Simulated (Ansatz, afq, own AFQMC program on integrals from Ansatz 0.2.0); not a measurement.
Atomization energy of GaH2OF, singlet

| atom | x (Å) | y (Å) | z (Å) |
| --- | --- | --- | --- |
| O | -1.1377 | -0.5803 | -0.2753 |
| Ga | 0.3839 | 0.2800 | 0.0122 |
| F | 0.4429 | 1.7898 | -0.8644 |
| H | -1.2205 | -1.4207 | 0.1867 |
| H | 1.5815 | -0.1425 | 0.8995 |

Connectivity, by distances: OH–GaH–F.

Atoms in their ground-state spins without spin–orbit coupling (mostly on UHF) minus the molecule (RHF), without zero-point energy. The geometry is a stationary point, not shown to be a minimum.

Basis def2-TZVP. Only valence electrons are correlated. Integrals, coupled cluster, full CI and functionals: Ansatz 0.2.0; the random walks run on the same integrals in our own AFQMC program. The CISD trial takes its coefficients from CCSD amplitudes. Released means that phaseless walkers are propagated on without the constraint, phases kept. ± is one standard error of the sampling. No spin–orbit coupling. The errors of all members are added in quadrature.

No full CI on the walks' own integrals is used here. The released AFQMC energy serves as the reference, which it does only where one determinant dominates, the energy is flat over the last release times and near the phaseless one (40 meV or 2 meV an electron, half that with transition metals). On small molecules, where full CI could be run and the noise was under 10 meV, such values lay within 10 meV of it in 19 cases of 20, a flattering rate, since the rule was set on those same cases; what remains of the bias isn't in the error bar. Each member takes its own surest rung, up to full CI.

The best estimate is CCSD(T) at the basis-set limit (CBS: def2-TZVPP and def2-QZVPP, with their diffuse functions for anions and beside diffuse sets, CCSD(T) itself extrapolated) plus the step from CCSD(T) to AFQMC with the constraint released in def2-TZVP. Rows without CBS are in def2-TZVP; B2PLYP and the wave-function rows carry a basis error of their own. Core correlation and relativity beyond core potentials are missing, and ± holds the sampling alone.

Cautions: inner d shell frozen; no relativity below Rb; no spin-orbit coupling; GaH₂OF (singlet): the released value is read at 1.50 1/Eh (meV from the phaseless value at times in 1/Eh: 12 ± 6 at 0.24, 7 ± 7 at 0.51, 16 ± 8 at 0.99, 17 ± 10 at 1.50).

| level | atomization energy (kJ/mol) |
| --- | --- |
| CCSD | 1522.9 |
| MP2 | 1614.1 |
| B3LYP | 1551.7 |

Problem. From these cheaper values, estimate the atomization energy at the level of the best estimate.

Solution. 1624.2 ± 0.9 kJ/mol (best estimate, highest rung released AFQMC).

```json
{"level": "HF", "atomization energy (kJ/mol)": "1085.9", "error against the best estimate (kJ/mol)": "-538.3 ± 0.9"}
{"level": "CCSD(T)", "atomization energy (kJ/mol)": "1551.4", "error against the best estimate (kJ/mol)": "-72.8 ± 0.9"}
{"level": "ph-AFQMC/CISD", "atomization energy (kJ/mol)": "1554.5 ± 0.7", "error against the best estimate (kJ/mol)": "-69.7 ± 1.2"}
{"level": "released AFQMC", "atomization energy (kJ/mol)": "1552.4 ± 1.1", "error against the best estimate (kJ/mol)": "-71.8"}
{"level": "HF/CBS", "atomization energy (kJ/mol)": "1097.7", "error against the best estimate (kJ/mol)": "-526.5 ± 0.9"}
{"level": "MP2/CBS", "atomization energy (kJ/mol)": "1689.4", "error against the best estimate (kJ/mol)": "65.2 ± 0.9"}
{"level": "CCSD(T)/CBS", "atomization energy (kJ/mol)": "1623.9", "error against the best estimate (kJ/mol)": "-0.4 ± 0.9"}
{"level": "PBE", "atomization energy (kJ/mol)": "1599.8", "error against the best estimate (kJ/mol)": "-24.4 ± 0.9"}
{"level": "r2SCAN", "atomization energy (kJ/mol)": "1594.1", "error against the best estimate (kJ/mol)": "-30.1 ± 0.9"}
{"level": "PBE0", "atomization energy (kJ/mol)": "1548.7", "error against the best estimate (kJ/mol)": "-75.5 ± 0.9"}
{"level": "wB97M-V", "atomization energy (kJ/mol)": "1580.5", "error against the best estimate (kJ/mol)": "-43.7 ± 0.9"}
{"level": "B2PLYP", "atomization energy (kJ/mol)": "1567.1", "error against the best estimate (kJ/mol)": "-57.1 ± 0.9"}
```

Correlation beyond CCSD(T) changes it by less than twice the noise. Going to the basis-set limit adds 72.5 kJ/mol at CCSD(T). The perturbative (T) step is worth +28.5 kJ/mol.

Best estimates are given only where the step beyond CCSD(T) is under 0.3 eV and no member's determinant is very poor (T1 over 0.05, or 0.07 for open shells, ⟨S²⟩ too high by 0.3, two states mixed), so the hardest cases are missing from such tables.

The functionals ran in a triple-zeta set and keep a basis error of their own, a few kJ/mol for each bond in atomization energies and more for double hybrids, so close places among them and the extrapolated levels can swap.

Each member of a difference takes its own highest rung, so a best estimate needn't equal the limit plus the step of one row. Released energies are given only where the last usable release times agree within the noise; a slower fall can still hide under it.
